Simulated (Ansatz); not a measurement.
BH6NSi, SMILES `BN[SiH3]`. Charge 0, multiplicity 1. The structure was optimised at the PBE0-D4/def2-TZVP level.

```xyz
9

B    -0.844   -0.840    1.006
N    -0.423   -0.425   -0.262
Si    0.786    0.783   -0.616
H    -0.349   -0.338    1.975
H    -1.688   -1.685    1.102
H    -0.865   -0.872   -1.054
H     1.896    0.190   -1.407
H     1.292    1.301    0.675
H     0.195    1.886   -1.420
```

**Question.** What is the dipole moment at PBE/def2-TZVPP? (Estimate.)

**Answer.** Ansatz gave: 1.47 D, with components (0.11, 0.10, -1.47) D in this frame, pointing from negative to positive charge.

**Question.** And with r2SCAN, B3LYP, ωB97M-V? (Estimate.)

**Answer.** The calculation gave: r2SCAN 1.42 D, B3LYP 1.39 D, ωB97M-V 1.39 D.

**Question.** Give the Mulliken charges with PBE, B3LYP, ωB97M-V in def2-TZVPP. (An estimate is asked.)

**Answer.** The calculation gave: 
| atom | PBE | B3LYP | ωB97M-V |
| --- | --- | --- | --- |
| B1 | -0.12 | -0.11 | -0.15 |
| N2 | -0.14 | -0.20 | -0.23 |
| Si3 | 0.27 | 0.35 | 0.25 |
| H4 | -0.01 | 0.01 | 0.05 |
| H5 | -0.01 | 0.01 | 0.04 |
| H6 | 0.15 | 0.13 | 0.11 |
| H7 | -0.05 | -0.07 | -0.03 |
| H8 | -0.04 | -0.05 | -0.01 |
| H9 | -0.05 | -0.07 | -0.03 |

B3LYP here is the variant with VWN-RPA as its local correlation; programs differ in this.
